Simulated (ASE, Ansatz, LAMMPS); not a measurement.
# fcc Pt: properties by level of theory

Reference values: elastic constant C11 358 GPa (measured, 0 K, low-temperature values given for 0 K; zero-point effects included; as tabulated in Li et al. (2021), arXiv:2102.01972); elastic constant C44 77.4 GPa (measured, 0 K, low-temperature values given for 0 K; zero-point effects included; as tabulated in Li et al. (2021), arXiv:2102.01972).

```
level (code)                         elastic constant C11 (GPa)  elastic constant C44 (GPa)
-----------------------------------  --------------------------  --------------------------
EMT (ASE)                                                   318                        79.2
Lennard-Jones jacobson2022 (LAMMPS)                         700                         400
PBE (Ansatz)                                                306                        61.7
PBEsol (Ansatz)                                             357                        76.3
```

Differences from the reference values (errors of the level alone only where the reference is corrected to a static lattice):

| level | elastic constant C11 (%) | elastic constant C44 (%) |
|---|---|---|
| EMT | -11.2 | +2.3 |
| Lennard-Jones jacobson2022 | +96 | +417 |
| PBE | -14.5 | -20 |
| PBEsol | -0.3 | -1.4 |

Nearest: elastic constant C11, not ranked (one source); elastic constant C44, not ranked (one source). Empirical potentials aren't ranked on values they can be fitted to.

Empirical potentials (EMT, Lennard-Jones jacobson2022) are fitted to chosen data: where that held the value shown, agreement is built in, and what lay outside the fit can be far off.

Ansatz's density-functional and Hartree–Fock values are scalar-relativistic unless marked +SOC, with PAW data made under PBE.

Unless a cell is named, each level is at its own relaxed cell (EMT 15.08, Lennard-Jones jacobson2022 15.05, PBE 15.64, PBEsol 15.04 Å³/atom).

Differences are worked out from the printed values.

Ansatz is an electronic-structure program.
